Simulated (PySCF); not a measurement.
# Which setting was changed?

Settings: PySCF, density fitting, no solvent, no relativity; the PBE0-D3(BJ)/def2-TZVP geometry of a molecule is the same in every run. Shieldings use GIAOs. Starting from KT3/pcSseg-2, one thing was changed at a time: the functional to PBE0, the functional to B97-2, the functional to wB97X-D.

Changes against KT3/pcSseg-2 in 4 molecules:

| molecule | changed to | mean 1H shielding (ppm) | HOMO energy (eV) |
| --- | --- | --- | --- |
| CO | PBE0 | -0.07 | -1.51 |
| CO | B97-2 | +0.04 | -1.23 |
| CO | wB97X-D | +0.05 | -3.46 |
| C=CC | PBE0 | -0.20 | -1.13 |
| C=CC | B97-2 | -0.06 | -0.87 |
| C=CC | wB97X-D | -0.07 | -2.99 |
| O=C1CCCCN1 | PBE0 | -0.01 | -1.42 |
| O=C1CCCCN1 | B97-2 | +0.10 | -1.13 |
| O=C1CCCCN1 | wB97X-D | +0.15 | -3.32 |
| C=CC(=O)N(C)C | PBE0 | -0.17 | -1.17 |
| C=CC(=O)N(C)C | B97-2 | -0.03 | -0.93 |
| C=CC(=O)N(C)C | wB97X-D | -0.04 | -3.00 |

For `BN` the KT3/pcSseg-2 run gave mean 1H shielding 27.02 ppm, HOMO energy -7.37 eV. The changed runs lost their labels:

```csv
run,mean 1H shielding (ppm),HOMO energy (eV)
A,26.99,-8.42
B,26.95,-10.64
C,26.76,-8.72
```

Problem. Which run belongs to which change?

Solution. A: B97-2; B: wB97X-D; C: PBE0.

```json
{"run": "A", "change of mean 1H shielding (ppm), here / mean of the others": "-0.03 / +0.01", "change of HOMO energy (eV), here / mean of the others": "-1.05 / -1.04", "next best match": "PBE0"}
{"run": "B", "change of mean 1H shielding (ppm), here / mean of the others": "-0.07 / +0.02", "change of HOMO energy (eV), here / mean of the others": "-3.27 / -3.19", "next best match": "PBE0"}
{"run": "C", "change of mean 1H shielding (ppm), here / mean of the others": "-0.26 / -0.11", "change of HOMO energy (eV), here / mean of the others": "-1.35 / -1.31", "next best match": "B97-2"}
```

Each run is given to the change whose mean effect on the other molecules lies nearest, every quantity measured in units of its scatter between molecules.

Problem. Would one quantity have been enough? Give each run to the change with the nearest mean effect on that quantity alone.

Solution. HOMO energy: 3 of 3 runs rightly; mean 1H shielding: 2 of 3 runs rightly.

Only sets that this rule tells apart clearly are shown.
